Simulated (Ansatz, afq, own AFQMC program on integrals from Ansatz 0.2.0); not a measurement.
Two steps: Ansatz 0.2.0 writes the Fock matrix and Cholesky factors of the valence space, and afq projects on them the lowest state that overlaps trial and start.

```yaml
crystal:
  periodic: [false, false, false]
  atoms:
    - {symbol: Ge, position_ang: [-0.034571, 0.000000, 0.295847]}
    - {symbol: N, position_ang: [0.072436, 0.000001, -1.645848]}
    - {symbol: H, position_ang: [0.742421, -1.258240, 0.775123]}
    - {symbol: H, position_ang: [0.742420, 1.258240, 0.775124]}
basis:
  gaussian: {orbitals: cc-pVDZ}
magnetization: {spin_polarized: true, initial_magnetization: 3}
correlation: {method: ccsd_t, electrons: outside_noble_gas, hamiltonian_folder: ham}
```

```sh
$ ansatz run in.yaml --threads 1 --pin off --events-out ev --progress --plain --max-ram 1382MiB
```

Options of the walk:

```
--method phaseless --trial hf --walkers 120 --populations 1 --least-time 40 --time-step 0.005 --steps-per-block 20 --equilibration-blocks 112 --max-blocks 600 --target-error 0.0012000 --factor-cut 1e-05 --start spin_pure --seed 653 --taylor-order 6
```

Times are imaginary, in 1/Eh. The walk had a cap of 1161 s. Filled inner d shells are frozen with the cores.

afq prints:

```
orbitals 36  electrons 7 4  factors 283 of 549
reference energy -2130.84406444 Eh
CCSD correlation -0.21121157 Eh in 15 cycles, weight of the determinant in the CISD state 0.8953
energy of the start -2130.844795 Eh
 block  time / (1/Eh)  mean weight  energy / Eh
     1     0.100  1.0006  -2130.894239
     2     0.200  1.0022  -2130.925749
     3     0.300  1.0035  -2130.953721
     4     0.400  1.0016  -2130.974723
     5     0.500  1.0018  -2130.986944
     8     0.800  1.0002  -2131.030238
    18     1.800  1.0002  -2131.040991
    69     6.900  1.0009  -2131.061051
    86     8.600  1.0011  -2131.097154
   120    12.000  1.0013  -2131.086637
   171    17.100  0.9997  -2131.088253
   222    22.200  1.0010  -2131.058382
   256    25.600  0.9992  -2131.025636
   273    27.300  0.9999  -2131.027275
   324    32.400  0.9988  -2131.047206
   375    37.500  1.0024  -2131.062425
   426    42.600  1.0021  -2131.054404
   477    47.700  0.9991  -2131.062852
   528    52.800  0.9978  -2131.047863
   579    57.900  0.9988  -2131.062337
   630    63.000  0.9991  -2131.063149
   681    68.100  1.0012  -2131.082955
   698    69.800  1.0002  -2131.058313
blocks merged  error / Eh  count
     1  0.000616  600
     2  0.000823  300
     4  0.001086  150
     8  0.001367  75
    16  0.001601  37
    32  0.001729  18
    64  0.001458  9
energy -2131.056695 +/- 0.001729 Eh
(rows thinned)
```

The run passed its tests (sampling time, drift between the halves within three errors, error under three times the target), which doesn't prove that it has relaxed.

Against this walk (error 47.0 meV) on the same determinant: CCSD(T) 91.7 meV lower (within the noise), CCSDT(Q) 132.1 meV lower, a separate phaseless walk with a CISD trial and standard settings 118.2 ± 48.3 meV lower. The error is statistical and leaves out the bias of the constraint.

Cautions: constraint bias not in the error; error above the target (47.0 against 32.7 meV); no relativity below Rb; no spin-orbit coupling; inner d shell frozen; lower spins were not checked.

The walk took 3.8 min on 1 thread of Arm Neoverse V2 (shared host). The log's last line is the phaseless energy.

CCSDT and higher add their correlation energy to the determinant of the CCSD(T) run, since their own runs factorise the integrals more tightly (a shift of under 2 meV). A walk keeps the symmetry of its determinant, which the program's search chose and which needn't be the lowest solution, so a lower state of the same spin and another symmetry isn't excluded.
